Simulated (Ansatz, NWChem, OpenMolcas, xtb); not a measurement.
## Group exchange: C2H4Cl2 + C3H8O → CH2Cl2 + C4H10O

Species: C2H4Cl2 (1,1-dichloroethane) `CC(Cl)Cl`, singlet; C3H8O (1-propanol) `CCCO`, singlet; CH2Cl2 `ClCCl`, singlet; C4H10O (1-methoxypropane) `CCCOC`, singlet. The partners trade CH3 for H: C–CH3 and O–H bonds give way to C–H and O–CH3.

Shapes, held fixed at every level: PBE0-D4/def2-TZVP. Flexible molecules stand in one conformer, not always the lowest. Programs: Ansatz 0.2.0, NWChem 7.3.0, OpenMolcas 26.06, xtb 6.7.1. A level may come from different programs for different species; with the same settings they agree closely. Electronic energies: no zero-point or thermal term.

```json
{"level": "GFN0-xTB", "kind": "semi-empirical", "ΔE (kJ/mol)": "+0.7", "less CCSD(T)/CBS estimate": "-56.6"}
{"level": "HF/def2-TZVPP", "kind": "Hartree–Fock", "ΔE (kJ/mol)": "+43.2", "less CCSD(T)/CBS estimate": "-14.1"}
{"level": "r2SCAN-D4/def2-TZVPP", "kind": "meta-GGA", "ΔE (kJ/mol)": "+53.2", "less CCSD(T)/CBS estimate": "-4.1"}
{"level": "B3LYP/6-31G* (spherical functions)", "kind": "global hybrid", "ΔE (kJ/mol)": "+25.7", "less CCSD(T)/CBS estimate": "-31.6"}
{"level": "B3LYP-D4/def2-TZVPP", "kind": "global hybrid", "ΔE (kJ/mol)": "+47.9", "less CCSD(T)/CBS estimate": "-9.4"}
{"level": "wB97M-V/def2-TZVPP", "kind": "range-separated hybrid", "ΔE (kJ/mol)": "+53.1", "less CCSD(T)/CBS estimate": "-4.2"}
{"level": "wB97X-V/def2-TZVPP", "kind": "range-separated hybrid", "ΔE (kJ/mol)": "+50.0", "less CCSD(T)/CBS estimate": "-7.3"}
{"level": "CCSD(T)/def2-TZVPP", "kind": "coupled cluster or CI", "ΔE (kJ/mol)": "+54.0", "less CCSD(T)/CBS estimate": "-3.3"}
{"level": "CCSD(T)/CBS estimate", "kind": "coupled cluster or CI", "ΔE (kJ/mol)": "+57.3", "less CCSD(T)/CBS estimate": "0.0"}
```

The highest level, CCSD(T)/CBS estimate, gives ΔE = +57.3 kJ/mol; the levels span +0.7 to +57.3. The column of differences is taken from that level and isn't an error. No measured value is set beside it here. The CBS estimate extrapolates MP2 from def2-TZVPP and def2-QZVPP and adds CCSD(T) − MP2 in the triple-zeta set, cores frozen. CCSD(T)/CBS estimate lies outside the range of all other levels here, so it shouldn't be taken on trust.
